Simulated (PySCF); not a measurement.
Bond stretch in SMILES CCl. The C1–H5 bond (C1 also carries Cl, H, H; H5 carries nothing else) is varied alone, starting from the PBE0/def2-TZVP optimised geometry. Each curve is given relative to its own lowest point near equilibrium.

| R / Å | A | B | C | D |
|---|---|---|---|---|
| 0.82 | 53.3 | 49.7 | 52.8 | 53.1 |
| 0.88 | 28.3 | 25.6 | 28.2 | 28.1 |
| 0.93 | 14.9 | 12.9 | 14.9 | 14.6 |
| 0.97 | 7.9 | 6.3 | 7.9 | 7.6 |
| 1.01 | 3.3 | 2.3 | 3.4 | 3.1 |
| 1.07 | 0.3 | 0.0 | 0.3 | 0.2 |
| 1.09 | 0.0 | 0.0 | 0.0 | 0.0 |
| 1.11 | 0.1 | 0.3 | 0.0 | 0.1 |
| 1.14 | 0.7 | 1.3 | 0.6 | 0.9 |
| 1.21 | 4.0 | 5.6 | 3.8 | 4.6 |
| 1.26 | 7.5 | 9.9 | 7.3 | 8.4 |
| 1.34 | 14.4 | 18.0 | 14.1 | 15.9 |
| 1.46 | 26.2 | 31.8 | 25.9 | 28.9 |
| 1.62 | 42.1 | 51.0 | 42.2 | 46.8 |
| 1.80 | 58.2 | 71.6 | 59.4 | — |
| 1.95 | 69.5 | 85.7 | 72.1 | — |
| 2.19 | 83.1 | 99.1 | 89.3 | — |
| 2.40 | 90.8 | 105.3 | 101.3 | — |
| 2.66 | 96.4 | 109.1 | 112.9 | — |
| 2.94 | 99.3 | 111.1 | 122.1 | — |
| 3.29 | 100.8 | 112.2 | 130.2 | — |
| 3.76 | 101.4 | 112.7 | 137.0 | — |

Energies in kcal/mol.

Problem. Assign the columns to these levels of theory: CASSCF(2,2)/6-31G (PySCF); restricted BLYP/6-31G run with PySCF 2.14.0; unrestricted BHandHLYP/6-31G run with PySCF; MP2 on UHF/6-31G, 6 core orbitals frozen (PySCF 2.14.0).

Solution. A is CASSCF(2,2); B is UKS-BHandHLYP; C is RKS-BLYP; D is UMP2.

Dashes: no converged value, or the column stops at the first point that the program doubted or that broke a chosen test of continuity, which isn't proof of a fault.

The unrestricted determinant behind UMP2 is spin-contaminated at 1.80 to 3.76 Å (<S²> up to 1.0, against 0.00 for a pure singlet). The unrestricted determinant behind UKS-BHandHLYP is spin-contaminated at 1.95 to 3.76 Å (<S²> up to 1.0, against 0.00 for a pure singlet). The restricted form behind RKS-BLYP keeps the bonding electrons paired and can't separate into open-shell fragments.
